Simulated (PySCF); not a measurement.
SMILES N[C@H]1C[C@@H]1CF, C4H8FN

Molfile (atoms numbered from 1):
```
C4H8FN
     RDKit          3D

 14 14  0  0  0  0  0  0  0  0999 V2000
    1.9272   -0.3088   -0.7324 N   0  0  0  0  0  0  0  0  0  0  0  0
    0.8351   -0.1115    0.1779 C   0  0  1  0  0  0  0  0  0  0  0  0
    0.1718    1.2347    0.1727 C   0  0  0  0  0  0  0  0  0  0  0  0
   -0.5305    0.0520   -0.4273 C   0  0  2  0  0  0  0  0  0  0  0  0
   -1.7470   -0.5378    0.2435 C   0  0  0  0  0  0  0  0  0  0  0  0
   -1.6284   -0.5104    1.6121 F   0  0  0  0  0  0  0  0  0  0  0  0
    2.7908    0.0512   -0.3401 H   0  0  0  0  0  0  0  0  0  0  0  0
    2.0581   -1.2950   -0.9309 H   0  0  0  0  0  0  0  0  0  0  0  0
    0.8801   -0.6267    1.1394 H   0  0  0  0  0  0  0  0  0  0  0  0
   -0.1956    1.6205    1.1107 H   0  0  0  0  0  0  0  0  0  0  0  0
    0.5618    1.9791   -0.5022 H   0  0  0  0  0  0  0  0  0  0  0  0
   -0.5870    0.0085   -1.5067 H   0  0  0  0  0  0  0  0  0  0  0  0
   -1.8860   -1.5888   -0.0369 H   0  0  0  0  0  0  0  0  0  0  0  0
   -2.6509    0.0326   -0.0019 H   0  0  0  0  0  0  0  0  0  0  0  0
  1  2  1  0
  2  3  1  0
  3  4  1  0
  4  5  1  0
  5  6  1  0
  4  2  1  0
  1  7  1  0
  1  8  1  0
  2  9  1  1
  3 10  1  0
  3 11  1  0
  4 12  1  6
  5 13  1  0
  5 14  1  0
M  END
```

Computed, not measured: TDDFT wB97X-D/def2-SVPD circular dichroism and optical rotation, one conformer, gas phase (PySCF). Geometry: GFN2-xTB.

The molecule is flexible and this is one conformer; a measurement averages over conformers. States above about 8.9 eV (minus the energy of the highest occupied orbital) lie near or above the ionisation threshold and depend on the basis.

Stereocentres: C2 S, C4 S.

What is the specific rotation at 633, 589.3, 546, 436, 405, 365, 355 nm?

[α] in deg dm⁻¹ (g/mL)⁻¹:
| λ (nm) | origin-invariant length gauge | modified velocity gauge | length gauge (centre of mass) | isotropic polarisability (au) |
| --- | --- | --- | --- | --- |
| 633 | +23.9 | +30.6 | +23.6 | 57.2 |
| 589.3 | +27.5 | +35.4 | +27.3 | 57.3 |
| 546 | +32.0 | +41.4 | +31.8 | 57.5 |
| 436 | +49.7 | +65.2 | +49.3 | 58.4 |
| 405 | +57.0 | +75.5 | +56.5 | 58.8 |
| 365 | +68.3 | +92.1 | +67.6 | 59.4 |
| 355 | +71.4 | +96.9 | +70.7 | 59.6 |

And for the mirror image at 589.3 nm?

-27.5 deg dm⁻¹ (g/mL)⁻¹ (origin-invariant length gauge): the same size and the opposite sign.

What is the molar rotation [Φ] = [α]·M/100 of the geometry above at 589.3 nm?

With M = 89.11 g/mol, +24.5 deg cm² dmol⁻¹ (origin-invariant length gauge).

The first excitation lies at 6.81 eV (182 nm) with R = -12.3 × 10⁻⁴⁰ esu² cm² (velocity form).
